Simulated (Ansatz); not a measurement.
HSiB, singlet: vertical spin and charge gaps

Geometry (PBE0/def2-TZVP stationary point for this spin, not checked as a minimum):

```csv
atom,x (Å),y (Å),z (Å)
Si,0.0000,0.0000,0.1742
B,0.0000,0.0000,-1.8643
H,0.0000,0.0000,1.6901
```

Basis cc-pVDZ; Ansatz 0.2.0. Only valence electrons are correlated (noble-gas cores frozen). R marks a restricted (for open shells ROHF) determinant.

Gaps are energies of the second state less the first, at fixed atoms, for a selection of the levels run; each method lands on the state that its own search finds for that charge and spin.

The determinant of the HSiB singlet fills πx and πy unequally, so it is a mixture of Σ and Δ, which weighs on every level built on one determinant.

Removing an electron, to the doublet: 7.974 eV at full CI (singlet A1, doublet ion B1, in C2v).

By full CI's occupations no single determinant describes the singlet well.

```csv
level,gap (eV),error (meV)
RHF,6.876,-1098
RMP2,7.749,-225
CISD,7.534,-440
RCCSD,7.699,-275
RCCSD(T),7.827,-147
BCCD(T),7.825,-149
RCCSDT*,7.883,-91
CISDTQ,7.856,-118
RCCSDT(Q)*,7.949,-25
RCCSDTQ*,7.967,-7
```

An asterisk marks runs whose energy the program itself flagged as in doubt.

Triplet less singlet: -0.652 eV at full CI (singlet A1, triplet A2, in C2v).

By full CI's occupations no single determinant describes the singlet well.

| level | gap (eV) | error (meV) |
| --- | --- | --- |
| RHF | -1.235 | -583 |
| RMP2 | -0.953 | -301 |
| CISD | -0.990 | -338 |
| RCCSD | -0.855 | -203 |
| RCCSD(T) | -0.791 | -139 |
| BCCD(T) | -0.792 | -140 |
| RCCSDT* | -0.738 | -86 |
| CISDTQ | -0.765 | -113 |
| RCCSDT(Q)* | -0.677 | -25 |
| RCCSDTQ* | -0.659 | -7 |

Full CI is exact within this basis and frozen core; it isn't the basis-set limit.
